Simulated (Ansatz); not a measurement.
Question: Name a neutral molecule of C, F, N and H with size of the dipole moment (B3LYP/def2-TZVPP) between 3.00 and 3.30 D and HOMO energy (B3LYP/def2-TZVPP) between -7.50 and -7.20 eV (Ansatz, PBE0-D4/def2-TZVP geometry).

Answer: `NCC(F)(F)F` (3.12 D, -7.36 eV). Other molecules can fit too; these were computed, each in one conformer that needn't be the lowest.

B3LYP here is the variant with VWN-RPA as its local correlation; programs differ in this.
